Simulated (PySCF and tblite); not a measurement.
The numbers below are computed, except where a source is named.
Molecule: C₃H₆O₂, numbered as in [CH2:1]1[CH2:2][O:3][CH2:4][O:5]1; H are named by their carrier, a and b as at the first point (Å):

```
C1      -0.283    1.076    0.066
C2      -0.962   -0.294    0.282
O3       0.113   -1.157    0.583
C4       1.203   -0.620   -0.101
O5       1.100    0.775   -0.002
H1a     -0.615    1.552   -0.864
H1b     -0.441    1.761    0.903
H2a     -1.476   -0.625   -0.632
H2b     -1.657   -0.309    1.121
H4a      2.131   -0.952    0.369
H4b      1.187   -0.928   -1.166
```

The ring 1–2–3–4–5 is held at Altona–Sundaralingam phase angles P (ν_j = ν_max cos(P + 144°(j − 2)), ν_j about the bond from ring atom j to j + 1, counted from 0) and the rest relaxed at GFN2-xTB. Energies: PBE0/pcSseg-1 + D3(BJ), IEF-PCM benzene. Couplings: B3LYP/6-31G* with H pcJ-1, gas phase, for ¹H. (tblite 0.8, PySCF 2.14.)

(1) How do the most sensitive couplings change along the phase angle P?

(2) Set ³J(H1a,H2b) against its H–C–C–H torsion.

(3) With the energies 0.00, 0.02, 0.24, 0.44, 0.25, 0.00, 0.03, 0.24, 0.43, 0.24 kcal/mol at these points, what are the Boltzmann averages at 298 K?

Results:

(1) 
```json
{"phase angle P °": "0", "³J(H1a,H2b)": "3.0", "³J(H1b,H2a)": "8.0", "³J(H1b,H2b)": "8.9", "³J(H1a,H2a)": "9.9", "²J(H4a,H4b)": "-1.4"}
{"phase angle P °": "36", "³J(H1a,H2b)": "7.9", "³J(H1b,H2a)": "3.0", "³J(H1b,H2b)": "8.9", "³J(H1a,H2a)": "9.9", "²J(H4a,H4b)": "-1.4"}
{"phase angle P °": "72", "³J(H1a,H2b)": "10.1", "³J(H1b,H2a)": "0.5", "³J(H1b,H2b)": "6.6", "³J(H1a,H2a)": "7.1", "²J(H4a,H4b)": "-0.1"}
{"phase angle P °": "108", "³J(H1a,H2b)": "10.1", "³J(H1b,H2a)": "0.0", "³J(H1b,H2b)": "5.7", "³J(H1a,H2a)": "5.7", "²J(H4a,H4b)": "0.7"}
{"phase angle P °": "144", "³J(H1a,H2b)": "10.1", "³J(H1b,H2a)": "0.5", "³J(H1b,H2b)": "7.2", "³J(H1a,H2a)": "6.6", "²J(H4a,H4b)": "-0.1"}
{"phase angle P °": "180", "³J(H1a,H2b)": "8.0", "³J(H1b,H2a)": "3.0", "³J(H1b,H2b)": "9.9", "³J(H1a,H2a)": "8.9", "²J(H4a,H4b)": "-1.4"}
{"phase angle P °": "216", "³J(H1a,H2b)": "3.1", "³J(H1b,H2a)": "7.9", "³J(H1b,H2b)": "9.9", "³J(H1a,H2a)": "8.9", "²J(H4a,H4b)": "-1.2"}
{"phase angle P °": "252", "³J(H1a,H2b)": "0.5", "³J(H1b,H2a)": "10.1", "³J(H1b,H2b)": "7.1", "³J(H1a,H2a)": "6.6", "²J(H4a,H4b)": "-0.1"}
{"phase angle P °": "288", "³J(H1a,H2b)": "0.0", "³J(H1b,H2a)": "10.1", "³J(H1b,H2b)": "5.7", "³J(H1a,H2a)": "5.6", "²J(H4a,H4b)": "0.6"}
{"phase angle P °": "324", "³J(H1a,H2b)": "0.5", "³J(H1b,H2a)": "10.1", "³J(H1b,H2b)": "6.6", "³J(H1a,H2a)": "7.1", "²J(H4a,H4b)": "-0.1"}
```
Values in Hz.

(2) -159°: 10.1 Hz, -153°: 10.1 Hz, -153°: 10.1 Hz, -136°: 7.9 Hz, -136°: 8.0 Hz, -112°: 3.0 Hz, -112°: 3.1 Hz, -96°: 0.5 Hz, -96°: 0.5 Hz, -92°: 0.0 Hz.

(3) ³J(H1a,H2b) 5.4, ³J(H1b,H2a) 5.4, ³J(H1b,H2b) 8.0, ³J(H1a,H2a) 8.0, ²J(H4a,H4b) -0.7 Hz, over these points alone; points not sampled, such as mirror images that interchange a and b, would even out couplings that symmetry makes equal.
